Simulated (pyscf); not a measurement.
Structures and frequencies: ωB97X-D3(BJ)/def2-SVP in PySCF.

**Question.** For the elementary gas-phase step BH₃ + H₃Si–Cl -> H₂B–Cl + SiH₄ (singlet surface; B–H, Cl–Si broken, B–Cl, H–Si formed), what barrier and reaction energy does PBE/def2-TZVP give, measured from the separated reactants?

**Answer.** ΔE‡ = 0.09 eV, ΔE = -0.24 eV. CCSD(T)/def2-TZVPP + ΔMP2(QZVPP) gives 0.45 eV and -0.13 eV. Zero-point energy shifts the barrier by +0.15 eV. It is a four-centre exchange, with an imaginary mode of 329i cm⁻¹. On the reactant side the descent ends in a complex, 0.28 eV under the separated species and 0.63 eV under the saddle at ωB97X-D3(BJ)/def2-TZVP. At ωB97X-D3(BJ) the barrier from the zero used here is 0.35 eV. One saddle was located; it need not be the lowest between these sides. The CCSD(T) − MP2 part came from Ansatz, without density fitting, on the same reference.
